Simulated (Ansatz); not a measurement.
`CC1=NC1` → `C1=NC1` + `[CH2]` (triplet) at 600 K and 1 bar (formal loss of a carbene).

Program: Ansatz. Geometries: PBE0-D4/def2-TZVP. ΔE: electronic, gas phase. CCSD(T)/CBS adds triple-zeta CCSD(T) − MP2 to the extrapolated MP2 energy (def2 sets, frozen cores). This one scheme is used for every species. Triplets are unrestricted, without spin–orbit coupling.

```csv
species,CCSD(T)/CBS energy (Eh),H − E (kJ/mol),S (J/(mol·K))
`CC1=NC1`,-171.79280,236.0,344.7
`C1=NC1`,-132.51911,148.2,287.3
`[CH2]` (triplet),-39.09499,66.5,220.8
```

H − E and S are ideal-gas, rigid-rotor, harmonic terms from PBE0-D4/def2-TZVP, with the whole ground term of open shells counted as degenerate. 1 Eh = 2625.50 kJ/mol, R = 8.31446 J/(mol·K).

Question: By hand: ΔE, ΔH, ΔS and ΔG.

Answer: ΔE = (-132.51911) + (-39.09499) − (-171.79280) = 0.17870 Eh = 469.2 kJ/mol. Δ(H − E) = 148.2 + 66.5 − 236.0 = -21.3, so ΔH = 447.9 kJ/mol. ΔS = 287.3 + 220.8 − 344.7 = 163.4 J/(mol·K). ΔG = 447.9 − 600 × (163.4)/1000 = 349.9 kJ/mol.

Question: By hand: the equilibrium constant, and the temperature at which ΔG would vanish if ΔH and ΔS stayed fixed.

Answer: log₁₀ K = −ΔG/(RT ln 10) = -30.5. ΔG = 0 at ΔH/ΔS = 2741 K, far beyond where these terms or the molecules hold.

The number of gas molecules changes by +1, which sets the sign of ΔS. A doubt of 5 kJ/mol in ΔE shifts log₁₀ K by 0.4 here. A triplet takes part, so the spin changes. These are equilibria of isolated gas molecules and say nothing of rates. Largest T1 diagnostic: 0.012 (customary marks: 0.02 for closed shells, 0.045 for open ones).
